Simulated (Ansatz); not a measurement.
Stepwise reaction of `[Cl][AlH][Cl]` with water, as a gas-phase model of exchange steps in deposition or etching. ΔE in kJ/mol; ΔG adds harmonic PBE0-D4 terms to CCSD(T)/CBS, at 1 bar.

Program: Ansatz. Geometries: PBE0-D4/def2-TZVP. ΔE: electronic, gas phase. CCSD(T)/CBS is the MP2 limit (def2-TZVPP, def2-QZVPP) plus CCSD(T) − MP2 in def2-TZVPP, frozen cores. This one scheme is used for every species. DFT in def2-TZVPP. B3LYP here is the variant with VWN-RPA as its local correlation; programs differ in this. One conformer a species, not always the lowest.

```csv
step,reaction,PBE-D4,B3LYP-D4,ωB97M-V,CCSD(T)/CBS,ΔG(600 K)
1,`[Cl][AlH][Cl]` + H₂O → `[OH][AlH][Cl]` + HCl,22.0,17.9,20.3,23.3,16.9
```

Question: Give the row of step 2, `[OH][AlH][Cl]` + H₂O → `[OH][AlH][OH]` + HCl. (An estimate is asked.)

Answer: Ansatz gave: 
```json
{"step": "2", "reaction": "`[OH][AlH][Cl]` + H₂O → `[OH][AlH][OH]` + HCl", "PBE-D4": "32.1", "B3LYP-D4": "27.8", "ωB97M-V": "30.5", "CCSD(T)/CBS": "32.3", "ΔG(600 K)": "30.9"}
```

Question: By hand: ΔE of the 2 steps together at CCSD(T)/CBS.

Answer: (23.3) + (32.3) = 55.6 kJ/mol, or 27.8 kJ/mol a step.

In ΔE each step is higher than the one before. All are uphill at CCSD(T)/CBS. ΔG lies between 16.9 and 30.9 kJ/mol a step. PBE-D4 differs from CCSD(T)/CBS by -1.3 to -0.2 kJ/mol a step. Isolated molecules leave out the surface, adducts and barriers. Largest T1 diagnostic: 0.012.
